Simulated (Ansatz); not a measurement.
**Forces away from equilibrium**

CH3ClSi (SMILES C=[SiH]Cl), closed shell, displaced at random from a GFN2-xTB minimum.

```xyz
6
angstrom
C -0.7243 0.1645 -0.4620
Si 0.4209 -0.1134 0.6075
Cl 1.1492 -1.8357 0.7785
H -1.2219 -0.4942 -1.1788
H -1.2939 1.2814 -0.6177
H 1.3014 0.6973 1.6759
```

Ansatz 0.2.0; basis: def2-TZVPP; cores frozen in the correlated methods.

CCSD(T) forces from the calculation:
```tsv
atom	Fx	Fy	Fz (eV/Å)
C1	-5.753	4.714	-4.060
Si2	2.952	3.411	3.915
Cl3	1.855	-4.583	0.379
H4	0.479	-0.199	0.448
H5	1.919	-3.035	0.724
H6	-1.453	-0.309	-1.406
```

(1) Which atom feels the largest CCSD(T) force, and how large is it?

No T1 diagnostic of these runs exceeds 0.012.

## Answers

(1) C1, 8.47 eV/Å, along (-0.68, 0.56, -0.48).

Root-mean-square difference of the force components from those of CCSD(T): PBE0-D4 0.170; wB97M-V 0.195; r2SCAN-D4 0.146; PBE-D4 0.156; wB97X-V 0.177; revPBE-D4 0.137 eV/Å.

For scale, one of the runs: CCSD(T)/def2-TZVPP forces, 157 basis functions (an equivalent command: `ansatz run in.yaml --threads 4`). Time: 43 s of wall clock on 4 CPU threads; the host was shared. Peak host memory: 1.9 GiB.
